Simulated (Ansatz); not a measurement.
# CH7BO: the cost of one run

The runs use Ansatz 0.2.0, Gaussian basis; PBE0-D4/def2-SVP.

23 further runs of the same task are left out: 1 that didn't finish, 22 set aside as unsound or not needed.

**1. The starting structure**

The first end: 10 atoms, charge 0, spin multiplicity 1.

Atoms are counted from 1 here; the program's logs count them from 0.

Bond lengths: B1–H2 1.214 Å, B1–H3 1.206 Å, B1–H4 1.207 Å, B1–O6 1.643 Å, H5–O6 0.963 Å, O6–C7 1.432 Å, C7–H8 1.090 Å, C7–H9 1.091 Å, C7–H10 1.087 Å. Angles: H2–B1–H3 114.5°, H2–B1–H4 114.7°, H2–B1–O6 104.3°, H3–B1–H4 115.4°, H3–B1–O6 103.2°, H4–B1–O6 102.4°, B1–O6–H5 107.5°, B1–O6–C7 114.7°, H5–O6–C7 110.2°, O6–C7–H8 109.2°, O6–C7–H9 110.2°, O6–C7–H10 105.9°, H8–C7–H9 111.4°, H8–C7–H10 110.4°, H9–C7–H10 109.6°.

As a file:

```mol
CH7BO
  3D, bonds by distance, orders not assigned

 10  9  0  0  0  0  0  0  0  0999 V2000
   -0.2228   -1.3119   -0.1469 B   0  0
    0.3370   -1.2253   -1.2200 H   0  0
   -1.4225   -1.1943   -0.1972 H   0  0
    0.1805   -2.2013    0.5630 H   0  0
    1.1953   -0.0517    0.8439 H   0  0
    0.2523    0.0335    0.6681 O   0  0
   -0.0167    1.2681   -0.0069 C   0  0
    0.3346    2.0963    0.6087 H   0  0
    0.4583    1.2718   -0.9894 H   0  0
   -1.0964    1.3150   -0.1235 H   0  0
  1  2  8  0
  1  3  8  0
  1  4  8  0
  1  6  8  0
  5  6  8  0
  6  7  8  0
  7  8  8  0
  7  9  8  0
  7 10  8  0
M  END
```

The second end:

| atom | x (Å) | y (Å) | z (Å) |
| --- | --- | --- | --- |
| B1 | -1.0838 | -0.9625 | 0.7296 |
| H2 | 2.7724 | -0.9179 | -1.3931 |
| H3 | -2.1648 | -0.4532 | 0.8720 |
| H4 | -0.8677 | -2.1122 | 0.9798 |
| H5 | 2.1694 | -0.9011 | -0.9516 |
| O6 | -0.0537 | -0.2388 | 0.2724 |
| C7 | -0.1784 | 1.1300 | -0.0602 |
| H8 | 0.5070 | 1.7080 | 0.5626 |
| H9 | 0.1010 | 1.2646 | -1.1068 |
| H10 | -1.2016 | 1.4832 | 0.0951 |

**2. The band at PBE0-D4/def2-SVP**

neb/in.yaml reads:

```yaml
crystal:
  periodic: [false, false, false]
  atoms:
    - {symbol: B, position_ang: [-0.222785, -1.311950, -0.146860]}
    - {symbol: H, position_ang: [0.337010, -1.225268, -1.220048]}
    - {symbol: H, position_ang: [-1.422477, -1.194309, -0.197193]}
    - {symbol: H, position_ang: [0.180529, -2.201315, 0.563024]}
    - {symbol: H, position_ang: [1.195344, -0.051664, 0.843934]}
    - {symbol: O, position_ang: [0.252279, 0.033530, 0.668103]}
    - {symbol: C, position_ang: [-0.016662, 1.268052, -0.006895]}
    - {symbol: H, position_ang: [0.334580, 2.096279, 0.608721]}
    - {symbol: H, position_ang: [0.458341, 1.271840, -0.989437]}
    - {symbol: H, position_ang: [-1.096359, 1.315006, -0.123549]}
basis:
  gaussian: {orbitals: def2-SVP}
hamiltonian: {xc: pbe0, dispersion: d4}
neb:
  images: 5
  climbing: true
  max_iterations: 40
  initial_path: idpp
  final_atoms:
    - {symbol: B, position_ang: [-1.083752, -0.962475, 0.729643]}
    - {symbol: H, position_ang: [2.772390, -0.917878, -1.393071]}
    - {symbol: H, position_ang: [-2.164827, -0.453209, 0.871959]}
    - {symbol: H, position_ang: [-0.867736, -2.112234, 0.979834]}
    - {symbol: H, position_ang: [2.169415, -0.901104, -0.951639]}
    - {symbol: O, position_ang: [-0.053677, -0.238776, 0.272358]}
    - {symbol: C, position_ang: [-0.178388, 1.130043, -0.060160]}
    - {symbol: H, position_ang: [0.506975, 1.708026, 0.562610]}
    - {symbol: H, position_ang: [0.100977, 1.264616, -1.106798]}
    - {symbol: H, position_ang: [-1.201578, 1.483190, 0.095064]}
```

Run with:

```
$ ansatz run in.yaml --threads 2 --pin off --events-out ev --progress --plain --max-ram 4352MiB
```

**Question.** How long does this run take on 2 threads of Arm Neoverse V2, shared host?

About 2.7 min.
